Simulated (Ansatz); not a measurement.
# H8Si2: the cost of one run

Method: RKS revPBE-D4/def2-SVP, in Ansatz 0.2.0.

### Step 1. Starting point

Bond lengths: Si1–H3 1.460 Å, Si1–H4 1.459 Å, Si1–H5 1.459 Å, Si1–Si6 2.520 Å, Si6–H7 1.460 Å, Si6–H8 1.460 Å, Si6–H9 1.460 Å. Angles: H3–Si1–H4 109.5°, H3–Si1–H5 109.5°, H3–Si1–Si6 178.9°, H4–Si1–H5 109.5°, H4–Si1–Si6 70.0°, H5–Si1–Si6 70.0°, Si1–Si6–H7 109.5°, Si1–Si6–H8 109.5°, Si1–Si6–H9 109.5°, H7–Si6–H8 109.4°, H7–Si6–H9 109.4°, H8–Si6–H9 109.4°.

As a file:

```xyz
10

Si    0.0000    0.0000    0.0000
H     0.0000    0.0000    1.8100
H     1.3768    0.0000   -0.4862
H    -0.6877    1.1914   -0.4862
H    -0.6877   -1.1914   -0.4862
Si   -2.3914    0.0000    0.7946
H    -3.1794   -0.9102   -0.0313
H    -2.4426   -0.4389    2.1861
H    -2.9397    1.3491    0.6900
H    -0.9452    0.0000    1.8966
```

### Step 2. Pulling towards end A

Springs on the bonds that form and break draw the guess towards this end; the thresholds are loose.

input.yaml

```yaml
crystal:
  periodic: [false, false, false]
  atoms:
    - { symbol: Si, position_ang: [0.0, 0.0, 0.0] }
    - { symbol: H, position_ang: [0.0, 0.0, 1.81] }
    - { symbol: H, position_ang: [1.3768, 0.0, -0.4862] }
    - { symbol: H, position_ang: [-0.6877, 1.1914, -0.4862] }
    - { symbol: H, position_ang: [-0.6877, -1.1914, -0.4862] }
    - { symbol: Si, position_ang: [-2.3914, 0.0, 0.7946] }
    - { symbol: H, position_ang: [-3.1794, -0.9102, -0.0313] }
    - { symbol: H, position_ang: [-2.4426, -0.4389, 2.1861] }
    - { symbol: H, position_ang: [-2.9397, 1.3491, 0.69] }
    - { symbol: H, position_ang: [-0.9452, 0.0, 1.8966] }
basis:
  gaussian: { orbitals: def2-SVP }
hamiltonian:
  xc: revpbe
  dispersion: d4
relax:
  f_tol: 0.15
  max_steps: 25
  restrain:
    - { distance: [0, 5], at: 3.42, k: 30.0 }
    - { distance: [9, 1], at: 1.86, k: 30.0 }
    - { distance: [0, 1], at: 1.46, k: 30.0 }
    - { distance: [9, 5], at: 1.46, k: 30.0 }
output:
  orbitals: {}
```

Run with:

```sh
$ ansatz run input.yaml --threads 1 --pin off --max-ram 2048MiB --backend cpu --events-out ev --progress --plain --runs-dir out
```

**Question.** How long does this run take on 1 thread of AMD EPYC 9R45 (Zen 5), shared host, and how much memory does it need?

About 6.3 s, with a peak of 0.14 GiB.
